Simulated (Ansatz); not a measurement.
**CH₂O+ (doublet): from Hartree-Fock to the top rungs, def2-QZVPP**

An exercise on one series of results from a longer session: the logs are not shown, and one member is left open.

The runs use Ansatz 0.2.0, Gaussian basis; def2-QZVPP, core rule «outside noble gas», up to 2 orbitals frozen.

Plan: UHF; ROHF; CCSD(T) on UHF.

2 further runs of the same task are left out: 2 set aside as unsound or not needed.

### The system

The geometry is a PBE0/def2-TZVP stationary point (not a proven minimum) of the parent state, kept for this charge and spin.

4 atoms, charge 1, spin multiplicity 2.

Atoms are counted from 1 here; the program's logs count them from 0.

Bond lengths: O1–C2 1.195 Å, C2–H3 1.109 Å, C2–H4 1.109 Å. Angles: O1–C2–H3 122.0°, O1–C2–H4 122.0°, H3–C2–H4 115.9°.

Set-up of the first run:

in.yaml reads:

```yaml
crystal:
  periodic: [false, false, false]
  atoms:
    - {symbol: O, position_ang: [0.000000, 0.000000, 0.597913]}
    - {symbol: C, position_ang: [0.000000, 0.000000, -0.597504]}
    - {symbol: H, position_ang: [0.000000, -0.940035, -1.185490]}
    - {symbol: H, position_ang: [0.000000, 0.940035, -1.185490]}
basis:
  gaussian: {orbitals: "def2-QZVPP.json"}
total_charge: 1
magnetization: {spin_polarized: true, initial_magnetization: 1}
hamiltonian: {xc: hf}
output: {orbitals: {seedname: orbitals}}
```

Launch:

```console
> ansatz run in.yaml --threads 1 --pin off --events-out ev --progress --plain --max-ram 2393MiB
```

Steps of the session up to this table: UHF; ROHF; CCSD(T) on UHF.

One of the session's tables, all rows but one given; the rest of the session is left out.

```
  method  from UCCSD(T) (kcal/mol)
    ROHF                   +251.37
     UHF                   +246.22
    UMP2                         ?
   UCCSD                     +9.65
UCCSD(T)                         0
```

Q: Estimate the row for UMP2 from the others.

The run gave: from UCCSD(T) (kcal/mol): +25.52. In the column «from UCCSD(T) (kcal/mol)» it lies between UCCSD (+9.65) and UHF (+246.22).
